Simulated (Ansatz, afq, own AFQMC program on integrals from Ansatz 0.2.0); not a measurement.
**N2H, doublet in aug-cc-pVDZ, levels against CCSDT(Q)**

```yaml
atoms:
  - { symbol: N, position_ang: [0.0000, -0.1292, 0.5306] }
  - { symbol: N, position_ang: [0.0000, 0.0784, -0.6154] }
  - { symbol: H, position_ang: [0.0000, 0.7060, 1.1777] }
```

Connectivity, by distances: NH–N.

Basis aug-cc-pVDZ. Noble-gas cores (and the filled d shells of Ga–Kr and In–Xe) are frozen. AFQMC by an in-house program on the Cholesky factors that Ansatz 0.2.0 writes for its CCSD(T) run. ph-AFQMC/CISD is guided by a CISD state made of CCSD amplitudes; releasing the constraint for a short imaginary time cuts its bias at the price of noise, slowly where states lie close. Free projection: walkers drawn from exp(T), propagated without any constraint. Its projection time is finite, and what remains of the start isn't in its error. Uncertainties: one standard error, sampling alone.

Determinant: UHF, the one that the program's search chose, which needn't be the lowest solution. The geometry is a PBE0/def2-TZVP stationary point of this or a neighbouring charge and spin state.

No full CI on the walks' own integrals is used here; CCSDT(Q) serves as the reference and is uncertain by about the last step of the cluster series.

Cautions: unrestricted determinant slightly spin contaminated (⟨S²⟩ 0.85 against 0.75).

The T1 diagnostic is 0.0395 and the weight of the determinant in the CISD state is 0.858. The ⟨S²⟩ of the determinant is 0.846 and the size of the correlated space is 11 electrons in 53 orbitals.

Reference: CCSDT(Q), correlation energy -9.275 eV. The released energy is read at 2.40 1/Eh (meV from the phaseless value at times in 1/Eh: -7 ± 4 at 0.24, -11 ± 5 at 0.51, -12 ± 3 at 0.99, -20 ± 5 at 1.62, -9 ± 3 at 2.40).

```
         level  E − E(reference) (mEh)  share of correlation (%)
            HF                  340.83                      0.00
           MP2                   39.57                     88.39
          CCSD                   15.00                     95.60
       CCSD(T)                    2.19                     99.36
         CCSDT                    1.38                     99.60
   ph-AFQMC/HF             1.21 ± 0.97                     99.65
 ph-AFQMC/CISD             0.59 ± 0.20                     99.83
released AFQMC             0.28 ± 0.13                     99.92
    free AFQMC             0.02 ± 0.24                     99.99
```

Free projections are given only where their last times agree within the noise and don't stop above the reference; a slow remainder of the start can still hide under it. A walk keeps the symmetry of its determinant, which the program's search chose and which needn't be the lowest solution, so a lower state of the same spin and another symmetry isn't excluded. Released energies are given only where the last usable release times agree within the noise; a slower fall can still hide under it.
